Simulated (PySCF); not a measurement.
Bonds broken one at a time in the series B Br-SH. All species are isolated molecules in the gas phase. One relaxed conformer stands for each flexible species; it need not be the lowest. Strings in code marks are SMILES.

The dipole moment from two functionals at the same geometries (PBE0-D3(BJ)/def2-TZVP), both in PySCF: PBE-D3(BJ)/def2-TZVP and PBE0-D3(BJ)/def2-TZVP. 

```tsv
species	PBE-D3(BJ)/def2-TZVP (D)
whole molecule (`BrB(Br)Br`)	0.00
radical fragment (`Br[B]Br`)	0.55
radical fragment (`[Br]`)	0.00
radical fragment (`[SH]`)	0.87
```

What does PBE0-D3(BJ)/def2-TZVP give for each?


- whole molecule (`BrB(Br)Br`): 0.00
- radical fragment (`Br[B]Br`): 0.42
- radical fragment (`[Br]`): 0.00
- radical fragment (`[SH]`): 0.90
Over these rows, drawn at random from the members with no instability flagged (it was tested for open shells, ions and some series alone), PBE minus PBE0-D3(BJ): mean +0.03 D, from -0.03 D to +0.13 D.
